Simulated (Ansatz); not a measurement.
Input for Ansatz (development build ahead of 0.2.0):

```yaml
crystal:
  periodic: [false, false, false]
  atoms:
    - { symbol: O, position_ang: [0.0, 0.0, -0.59309] }
    - { symbol: O, position_ang: [0.0, 0.0, 0.59309] }
basis:
  gaussian: { orbitals: def2-TZVP }
total_charge: 1
magnetization:
  spin_polarized: true
  initial_magnetization: 1
hamiltonian:
  xc: hf
correlation:
  method: mp2
  frozen_orbitals: { O: 1 }
```

The input is written out in the form of the current development build from the run's settings.

Results

- Converged: yes
- Reference energy: -149.23330 hartree
- Correlation energy: -0.37492 hartree
- Total energy: -149.60823 hartree
- Spin squared of the determinant: 1.346

Caution: the unrestricted determinant is spin contaminated; MP2 on this radical cation hangs on the determinant chosen.
